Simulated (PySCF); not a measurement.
# Functional benchmark on one molecule

Molecule: `C=P(C)(C)C`, C$_{4}$H$_{11}$P.

Molfile (atoms numbered from 1):
```
C4H11P
     RDKit          3D

 16 15  0  0  0  0  0  0  0  0999 V2000
    0.2967    1.4800    1.2248 C   0  0  0  0  0  0  0  0  0  0  0  0
    0.0483    0.2078    0.1669 P   0  0  0  0  0  5  0  0  0  0  0  0
    1.3614   -0.4207   -0.9836 C   0  0  0  0  0  0  0  0  0  0  0  0
   -1.3028    0.5832   -0.9937 C   0  0  0  0  0  0  0  0  0  0  0  0
   -0.4032   -1.3091    1.0656 C   0  0  0  0  0  0  0  0  0  0  0  0
    0.8986    1.2859    2.1171 H   0  0  0  0  0  0  0  0  0  0  0  0
    0.3465    2.4871    0.8022 H   0  0  0  0  0  0  0  0  0  0  0  0
    1.0244   -1.2633   -1.6096 H   0  0  0  0  0  0  0  0  0  0  0  0
    2.2288   -0.7364   -0.3847 H   0  0  0  0  0  0  0  0  0  0  0  0
    1.6824    0.4079   -1.6329 H   0  0  0  0  0  0  0  0  0  0  0  0
   -1.0379    1.4938   -1.5520 H   0  0  0  0  0  0  0  0  0  0  0  0
   -2.2187    0.7809   -0.4211 H   0  0  0  0  0  0  0  0  0  0  0  0
   -1.4647   -0.2372   -1.7073 H   0  0  0  0  0  0  0  0  0  0  0  0
   -0.6016   -2.1419    0.3754 H   0  0  0  0  0  0  0  0  0  0  0  0
    0.4306   -1.5863    1.7276 H   0  0  0  0  0  0  0  0  0  0  0  0
   -1.2874   -1.1048    1.6839 H   0  0  0  0  0  0  0  0  0  0  0  0
  1  2  2  0
  2  3  1  0
  2  4  1  0
  2  5  1  0
  1  6  1  0
  1  7  1  0
  3  8  1  0
  3  9  1  0
  3 10  1  0
  4 11  1  0
  4 12  1  0
  4 13  1  0
  5 14  1  0
  5 15  1  0
  5 16  1  0
M  END
```

Geometry PBE0-D3(BJ)/def2-SVP throughout; GIAO in PySCF 2.14, gas phase, one conformer, non-relativistic; equivalent atoms averaged; basis pcSseg-1.

Reference values (measured; solution; E. Pretsch, P. Bühlmann, M. Badertscher, Structure Determination of Organic Compounds, 4th ed., Springer 2009): δ(C3/C4/C5) = 19.7 ppm, δ(C1) = -1.5 ppm. Computed shifts are taken against TMS, calculated as an isolated molecule at each level.

Question: How do the functionals WP04, B97-2, BHandHLYP, CAM-B3LYP, wB97X-D, LC-wPBE perform against the reference? Times are CPU seconds on 1 thread of an Arm Neoverse V2, shared host.

Answer: 
| functional | kind | C3/C4/C5 | C1 | mean abs. error C | core-s |
| --- | --- | --- | --- | --- | --- |
| WP04 | global hybrid | 20.4 | -8.4 | 3.8 | 10 |
| B97-2 | global hybrid | 20.6 | -9.5 | 4.5 | 9.9 |
| BHandHLYP | global hybrid | 20.5 | -11.0 | 5.2 | 9.6 |
| CAM-B3LYP | range-separated hybrid | 21.5 | -9.8 | 5.1 | 13 |
| wB97X-D | range-separated hybrid | 21.5 | -9.4 | 4.9 | 14 |
| LC-wPBE | range-separated hybrid | 20.9 | -9.7 | 4.7 | 19 |

For ¹³C the closest is WP04 (3.8 ppm) and the furthest BHandHLYP (5.2 ppm). One molecule is a small sample, and vibrational and solvent effects are absent from the calculation.
